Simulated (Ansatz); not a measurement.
Isolated molecules relaxed with PBE0-D4/def2-TZVP in Ansatz; ΔE leaves out vibrations. CBS: MP2 limit from def2 TZ/QZ plus the TZ coupled-cluster correction, frozen cores. DFT in def2-TZVPP. HSE06 is defined as in plane-wave codes. Each species was taken in one conformer, which may not be the lowest.

Consider the isomerisation: `Cc1ccccc1O` → `Cc1cccc(O)c1`.

(1) Is it downhill or uphill in electronic energy at CCSD(T)/CBS, and by how much? (Best estimate.)

(2) What do these levels give: LDA (SPW92), HSE06-D4, BHLYP-D4, B2PLYP, PBE, BLYP, PBE0, BHLYP, LC-ωPBE, CCSD/def2-SVP, CCSD(T)/def2-SVP, CCSD/CBS(def2)? (Best estimate.)

(3) What do rigid-rotor, harmonic-oscillator terms from PBE0-D4/def2-TZVP frequencies (298.15 K, 1 bar) make of the CCSD(T)/CBS value? (An estimate is asked.)

Largest T1 diagnostic among the species: 0.011.

Answers

(1) Computed: Nearly level: ΔE = +2.6 kJ/mol.

(2) The calculation gave: LDA (SPW92) 3.0, HSE06-D4 1.6, BHLYP-D4 1.5, B2PLYP 1.5, PBE 1.0, BLYP 0.4, PBE0 0.9, BHLYP 0.6, LC-ωPBE 1.0, CCSD/def2-SVP 3.1, CCSD(T)/def2-SVP 3.4, CCSD/CBS(def2) 2.2 kJ/mol.

(3) The calculation gave: ΔZPE = -0.9 kJ/mol, ΔH = +2.3 kJ/mol, ΔS = 14 J/(mol·K), ΔG = -1.9 kJ/mol. Modes under 50 cm⁻¹ make the entropy rough.

In def2-TZVPP, CCSD(T) changes the Hartree–Fock value by +3.3 kJ/mol (the triples alone add +0.4 kJ/mol) and MP2 by +4.9 kJ/mol. Leaving LDA and LC-ωPBE aside and taking each functional with its dispersion term where it has one, the values, not all of them listed here, spread over 0.7 kJ/mol, from BHLYP-D4 to revPBE-D4.
